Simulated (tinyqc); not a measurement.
The basis set: RHF and MP2 along a ladder of basis sets, for NH3, spin multiplicity 1. Computed by the program tinyqc with PySCF. Command: `OMP_NUM_THREADS=1 python tinyqc.py 113292 113293 out.jsonl`; one thread of a shared host (Intel(R) Xeon(R) Processor @ 2.60GHz), about 3 s.

Geometry (angstrom):

| atom | x | y | z |
|---|---|---|---|
| N | 0.0000 | 0.0000 | 0.3590 |
| H | 0.8980 | 0.0000 | 0.0000 |
| H | -0.4490 | 0.7780 | 0.0000 |
| H | -0.4490 | -0.7780 | 0.0000 |

Same geometry throughout; the dipole is taken about the origin.

RHF and frozen-core MP2 in a ladder of bases:

| basis | functions | E(RHF) (hartree) | E(MP2 corr) (hartree) | HOMO (eV) | LUMO (eV) | dipole (debye) |
|---|---|---|---|---|---|---|
| sto-3g | 8 | -55.442416 | -0.042749 | -9.7305 | 18.8885 | 1.7879 |
| 3-21g | 15 | -55.865329 | -0.108564 | -11.0095 | 7.6736 | 2.1474 |
| 6-31g | 15 | -56.157697 | -0.111626 | -11.2892 | 6.1323 | 2.2996 |
| 6-31g** | 29 | -56.191889 | -0.183539 | -11.4629 | 6.3323 | 1.8584 |
| cc-pvdz | 29 | -56.191118 | -0.183298 | -11.4245 | 5.2717 | 1.6683 |
| aug-cc-pvdz | 50 | -56.201564 | -0.195944 | -11.7039 | 0.9893 | 1.6177 |
| cc-pvtz | 72 | -56.215248 | -0.232728 | -11.6255 | 3.8291 | 1.6370 |

From cc-pVDZ to cc-pVTZ the RHF energy falls by 24.1 mhartree and the correlation energy by 49.4. If valence correlation converges as X^-3, (27 E(T) - 8 E(D))/19 gives -0.2535 hartree, a rough estimate from such small X that usually falls short; STO-3G holds about 17 % of it. Beyond STO-3G the LUMO moves by 6.7 eV and the HOMO by 0.7 eV; diffuse functions lower the positive LUMO sharply, since an unbound virtual level tracks the most diffuse function.
